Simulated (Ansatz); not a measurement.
Relaxation of H₈SSi₂ (11 atoms, charge 0, multiplicity 1), to a largest force component of 0.03 eV/Å in at most 50 steps.

All numbers below come from RKS B3LYP-D4/def2-SVP (Ansatz 0.2.0).

```xyz
11
Properties=species:S:1:pos:R:3
Si 0.181 0.029 0.135
Si 0.192 -0.008 2.395
H -1.057 -0.535 3.026
H 1.304 -0.886 2.869
H 0.416 1.362 2.948
H 1.625 -0.060 -0.260
H -0.363 1.285 -0.440
H -0.496 -1.169 -0.438
S -3.129 0.249 0.724
H -3.133 -1.022 0.253
H -2.418 -0.117 1.850
```

Task: Where does it end, and by what steps?

Result: It converged. The force dipped under the threshold on the way, but the program's further checks kept it going. After 15 steps the energy has fallen by 0.222 eV; H11 moved furthest, 0.93 Å.

| step | energy less start (eV) | largest force component (eV/Å) | accepted |
| --- | --- | --- | --- |
| 0 | 0.0000 | 1.250 | yes |
| 1 | -0.1450 | 0.317 | yes |
| 2 | -0.1644 | 0.311 | yes |
| 3 | -0.1818 | 0.186 | yes |
| 4 | -0.1892 | 0.240 | yes |
| 5 | -0.1953 | 0.092 | yes |
| 6 | -0.2017 | 0.060 | yes |
| 7 | -0.2090 | 0.066 | yes |
| 8 | -0.2070 | 0.294 | no |
| 9 | -0.2123 | 0.091 | yes |
| 10 | -0.2133 | 0.166 | yes |
| 11 | -0.2160 | 0.112 | yes |
| 12 | -0.2194 | 0.011 | yes |
| 13 | -0.2211 | 0.081 | yes |
| 14 | -0.2217 | 0.036 | yes |
| 15 | -0.2223 | 0.004 | yes |

```xyz
11
Properties=species:S:1:pos:R:3
Si 0.411 -0.067 0.025
Si 0.246 -0.061 2.378
H -0.666 -1.144 2.851
H 1.590 -0.304 2.988
H -0.261 1.248 2.884
H 1.827 -0.313 -0.386
H -0.021 1.239 -0.552
H -0.427 -1.155 -0.560
S -3.089 0.480 0.951
H -3.198 -0.711 0.319
H -3.290 -0.084 2.164
```

Whether the end is a true minimum wasn't checked by a vibrational analysis.

The run took 38 s on 2 threads of Arm Neoverse V1, with other jobs on the host, peak memory 0.19 GiB.
